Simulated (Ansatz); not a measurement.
**LiH2− (singlet): the correlation ladder at angle H2–Li1–H3 = 158.8°, aug-cc-pVTZ**

How much of the correlation energy of LiH2− (singlet) does each wave-function method recover here?

Program: Ansatz 0.2.0, Gaussian basis. Level of theory: aug-cc-pVTZ, core rule «outside noble gas», up to 1 orbitals frozen. These are calculated values, not measurements.

Plan: UHF; CCSD(T) on RHF; BCCD(T) on RHF; CCSDT(Q) on RHF; Full CI.

19 further runs of the same task are left out: 7 for a known fault of the program, 8 that didn't finish, 4 set aside as unsound or not needed. Runs told in other sessions of the task aren't counted.

## (1) What is computed

The geometry derives from a PBE0/def2-TZVPD stationary point (not a proven minimum). One angle is set to the value named; bond lengths are kept.

3 atoms, charge -1, spin multiplicity 1.

Atoms are counted from 1 here; the program's logs count them from 0.

Bond lengths: Li1–H2 1.733 Å, Li1–H3 1.733 Å. Angles: H2–Li1–H3 158.8°.

## (2) UHF

in.yaml reads:

```yaml
crystal:
  periodic: [false, false, false]
  atoms:
    - {symbol: Li, position_ang: [-0.071736, 0.000000, 0.000000]}
    - {symbol: H, position_ang: [0.247000, 0.000000, -1.703152]}
    - {symbol: H, position_ang: [0.247000, 0.000000, 1.703152]}
basis:
  gaussian: {orbitals: aug-cc-pVTZ}
total_charge: -1
magnetization: {spin_polarized: true, initial_magnetization: 0}
hamiltonian: {xc: hf}
output: {orbitals: {seedname: orbitals}}
```

Started as:

```
$ ansatz run in.yaml --threads 1 --pin off --events-out ev --progress --plain --max-ram 2393MiB
```

Further steps of the session: CCSD(T) on RHF; BCCD(T) on RHF; CCSDT(Q) on RHF; Full CI.

Q: Predict the results of all the runs planned. Wanted: FCI from the RHF energy; RMP2 from FCI; RCCSD from FCI; RCCSD(T) from FCI; RCCSDT(Q) from FCI; T1 diagnostic; effectively unpaired electrons.

The runs gave:

```
                         quantity                                        value
          FCI from the RHF energy                                   -2.0122 eV
                    RMP2 from FCI                                   +454.7 meV
                   RCCSD from FCI                                    +12.4 meV
                RCCSD(T) from FCI                                     +3.8 meV
               RCCSDT(Q) from FCI                                     +0.1 meV
levels within 1 kcal/mol (43 meV)  RCCSD, RCCSD(T), BCCD(T), RCCSDT, RCCSDT(Q)
                    T1 diagnostic                                        0.008
   effectively unpaired electrons                                         0.04
```

In words: RCCSD(T) lands +3.8 meV from the yardstick (0.2 % of the correlation energy). One determinant dominates. These misses are within one basis, not against nature.
